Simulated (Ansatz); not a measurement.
`NC(N)(N)F` and `NC(N)N` differ in one atom or group.

Ansatz, PBE0-D4/def2-TZVP geometries, multiplicity 1. Each molecule was computed in one conformer, which needn't be the lowest.

```
                                          property  `NC(N)(N)F`
             LUMO energy (ωB97M-V/def2-TZVPP) / eV         2.16
size of the dipole moment (ωB97M-V/def2-TZVPP) / D         2.17
    zero-point energy (PBE0-D4/def2-TZVP) / kJ/mol        241.5
                LUMO energy (PBE0/def2-TZVPP) / eV         0.80
           HOMO–LUMO gap (ωB97M-V/def2-TZVPP) / eV        11.57
             HOMO–LUMO gap (B3LYP/def2-TZVPP) / eV         7.18
```

What does the change do to each property? (An estimate is asked.)

Computed: 
```tsv
property	`NC(N)N`	shift
LUMO energy (ωB97M-V/def2-TZVPP) / eV	2.20	0.04
size of the dipole moment (ωB97M-V/def2-TZVPP) / D	1.64	-0.53
zero-point energy (PBE0-D4/def2-TZVP) / kJ/mol	261.7	20.2
LUMO energy (PBE0/def2-TZVPP) / eV	0.81	0.01
HOMO–LUMO gap (ωB97M-V/def2-TZVPP) / eV	11.54	-0.03
HOMO–LUMO gap (B3LYP/def2-TZVPP) / eV	7.12	-0.06
```

Dipoles are sizes alone; their direction can turn.

B3LYP here is the variant with VWN-RPA as its local correlation; programs differ in this.
